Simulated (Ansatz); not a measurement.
**[NH2···H···SiH], doublet: the ladder up to UCCSDT(Q)**

Geometry: a point of a hydrogen-transfer path between rigid fragments, not a stationary point.

```yaml
atoms:
  - { symbol: N, position_ang: [-1.7683, 0.0200, -0.0192] }
  - { symbol: H, position_ang: [-2.0656, 0.9878, -0.0192] }
  - { symbol: H, position_ang: [-2.0656, -0.3823, 0.8610] }
  - { symbol: H, position_ang: [-0.6643, 0.0200, -0.0192] }
  - { symbol: Si, position_ang: [1.0037, 0.0200, -0.0192] }
  - { symbol: H, position_ang: [1.4002, -1.4595, -0.0192] }
```

Basis cc-pVDZ; Ansatz 0.2.0. Only valence electrons are correlated (noble-gas cores frozen), which leaves 13 electrons in 46 orbitals. Prefix R: restricted or restricted open-shell reference; prefix U: unrestricted. Active spaces: pair = (3e, 3o) about the gap.

Full CI isn't at hand for all of this; UCCSDT(Q) serves as the reference, and is uncertain by about the last step of the cluster series. The frozen core follows each run's orbitals, which can shift R against U totals by a few meV.

For open shells CISD is restricted-active-space CI with the open shells as a complete middle space.

The UHF ⟨S²⟩ is 0.774, the T1 diagnostic (RCCSD) is 0.0182 and the largest doubles amplitude (RCCSD) is 0.078. The T1 diagnostic (UCCSD) is 0.0192.

| level | E − E(UCCSDT(Q)) (kcal/mol) | share of correlation (%) | wall time |
| --- | --- | --- | --- |
| RHF | 199.42 | 0.00 | – |
| UHF | 196.66 | 1.39 | – |
| RMP2 | 29.48 | 85.22 | – |
| UMP2 | 29.92 | 84.99 | – |
| CISD | 24.15 | 87.89 | 7 s |
| RCCSD | 6.12 | 96.93 | – |
| UCCSD | 6.05 | 96.97 | – |
| RCCSD(T) | 1.03 | 99.48 | 8.5 s |
| UCCSD(T) | 1.03 | 99.48 | 14 s |
| BCCD(T) | 1.01 | 99.49 | 10 s |
| RCCSDT | 0.39 | 99.80 | – |
| UCCSDT | 0.39 | 99.81 | – |
| RCCSDT(Q) | 0.01 | 99.99 | 4.5 min |
| CASSCF (pair space) | 185.97 | 6.75 | – |
| MRCISD (pair space) | 21.48 | 89.23 | – |
| MRCISD+Q (pair space) | 2.78 | 98.61 | 2.8 s |

The correlation energy at UCCSDT(Q), counted from RHF, is -8.648 eV. That run took 4.5 min on 1 thread of Arm Neoverse V1, shared host.

Times hold each run's SCF and search for its determinant on a shared host, so for small cases they say little of a method's own cost; they ran on 1 thread of Arm Neoverse V1.
